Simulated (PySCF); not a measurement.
Gas-phase reaction: 5 CH3Cl + 2 Si = (CH3)3SiCl + SiH3Cl + CH3CCl3

Computed with PySCF and rigid-rotor harmonic-oscillator thermochemistry at 1 bar. † marks an energy on the PBE0/def2-TZVP geometry and frequencies; other levels use their own. 6-31G* has spherical d functions here. Open shells (unrestricted): Si (multiplicity 3, electronic degeneracy 9); the rest are closed-shell singlets. Spin-orbit splitting is ignored; it lowers the true energy and changes the entropy of Si. B3LYP is the form with VWN-RPA correlation. The harmonic model lacks anharmonicity and excited electronic states, which grow with temperature; levels with a mode under 35 cm⁻¹ are left out. Internal rotation in (CH3)3SiCl, CH3CCl3 is treated as a harmonic vibration of one conformer, which makes the entropy rough.

```
level           ΔE electronic, kJ  ΔH°(298 K), kJ  ΔS°(298 K), J/K  ΔG°(2500 K), kJ
--------------  -----------------  --------------  ---------------  ---------------
B3LYP/6-31G*                 -965            -983             -576              306
HF/6-31G*                    -781            -801             -586              515
HF/def2-TZVP†                -837            -855             -575              431
PBE/def2-TZVP†              -1070           -1088             -575              198
PBE0/def2-SVP†              -1096           -1114             -575              171
```
ΔH° is lowest at PBE0/def2-SVP† and highest at HF/6-31G*. No reference value is set beside these.
